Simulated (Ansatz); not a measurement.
H2S, singlet: reading a ladder of total energies

Geometry: a point of a bend scan, not a stationary point.

```yaml
atoms:
  - { symbol: S, position_ang: [0.0000, 0.0000, 0.0000] }
  - { symbol: H, position_ang: [0.0000, 0.0000, 1.3412] }
  - { symbol: H, position_ang: [0.0000, 0.0000, -1.3412] }
```

Basis cc-pVDZ; Ansatz 0.2.0. Only valence electrons are correlated (noble-gas cores frozen), which leaves 8 electrons in 23 orbitals. R marks a restricted (for open shells ROHF) determinant.

Full CI is exact within this basis and frozen core; it isn't the basis-set limit.

Runs differ by some tens of microhartree through their thresholds, so steps under 0.03 kcal/mol mean nothing.

```csv
level,total energy (hartree)
RHF,-398.566327
RMP2,-398.723462
RCCSD,-398.745940
RCCSD(T),-398.749711
RCCSDT,-398.750088
RCCSDT(Q),-398.750562
RCCSDTQ,-398.750597
full CI,-398.750619
```

**Question.** What is the correlation energy at full CI, and what share of it do RMP2 and RCCSDT recover?

**Answer.** E(corr) = -398.750619 − (-398.566327) = -0.184292 hartree = -5.015 eV. RMP2: -0.157135 / -0.184292 = 85.26 %. RCCSDT: -0.183761 / -0.184292 = 99.71 %.

**Question.** By how many kcal/mol does RCCSD(T) miss full CI (1 hartree = 627.509 kcal/mol), and which steps make up the rest?

**Answer.** -398.749711 − (-398.750619) = 0.000908 hartree = 0.57 kcal/mol. Steps: RCCSDT − RCCSD(T) = -0.24, RCCSDT(Q) − RCCSDT = -0.30, RCCSDTQ − RCCSDT(Q) = -0.02, full CI − RCCSDTQ = -0.01 kcal/mol. That is within 1 kcal/mol of the reference in this basis, which itself misses far more of the correlation at the basis-set limit.
